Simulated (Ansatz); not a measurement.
The input, for Ansatz 0.2.0:

```yaml
crystal:
  periodic: [false, false, false]
  atoms:
    - {symbol: O, position_ang: [0.000000, 0.086163, 1.502239]}
    - {symbol: Ga, position_ang: [0.000000, -0.040211, -0.330094]}
    - {symbol: H, position_ang: [0.000000, 1.413842, -1.011723]}
basis:
  gaussian: {orbitals: cc-pVDZ}
total_charge: 1
magnetization: {spin_polarized: false, initial_magnetization: 1}
correlation: {method: ccsdtq, electrons: outside_noble_gas}
```

```sh
$ ansatz run in.yaml --threads 2 --pin off --events-out ev --progress --plain --max-ram 24576MiB --backend cuda --devices 0, --max-vram 18GiB
```

Output:

```
863 factors; integrals over basis functions are off by at most 1.8e-7 eV
mean field evaluation 1: about -54350.3813 eV, gradient 8.5e1 eV
mean field evaluation 2: about -54350.3879 eV, gradient 8.5e1 eV
mean field evaluation 4: about -54365.8427 eV, gradient 4.2e1 eV
mean field evaluation 8: about -54375.7490 eV, gradient 2.6e0 eV
mean field evaluation 16: about -54375.9239 eV, gradient 1.9e-2 eV
mean field evaluation 32: about -54375.9208 eV, gradient 2.8e-1 eV
mean field evaluation 64: about -54375.8592 eV, gradient 1.5e-6 eV
mean field evaluation 96: about -54375.8587 eV, gradient 3.8e-1 eV
mean field evaluation 128: about -54368.6731 eV, gradient 1.0e1 eV
mean field evaluation 160: about -54374.1120 eV, gradient 1.8e-1 eV
...
cycle  34  -6.25004930 eV  change   -6.6e-7 eV  update   4.5e-6
cycle  35  -6.25004932 eV  change   -1.4e-8 eV  update   6.8e-6
cycle  36  -6.25004884 eV  change    4.8e-7 eV  update   4.7e-6
cycle  37  -6.25004828 eV  change    5.6e-7 eV  update   2.3e-6
cycle  38  -6.25004833 eV  change   -4.7e-8 eV  update   2.2e-6
cycle  39  -6.25004822 eV  change    1.1e-7 eV  update   1.7e-6
cycle  40  -6.25004848 eV  change   -2.6e-7 eV  update   1.4e-6
cycle  41  -6.25004873 eV  change   -2.5e-7 eV  update   1.7e-6
cycle  42  -6.25004918 eV  change   -4.5e-7 eV  update   1.2e-6
cycle  43  -6.25004943 eV  change   -2.5e-7 eV  update   4.9e-7
Total energy: -54382.17398425 eV, -1998.5080323596 hartree
```

Ran on 2 threads of AMD EPYC 7R13 with a shared H100 80 GB, shared host: 56 s wall, 0.88 GiB peak host memory.
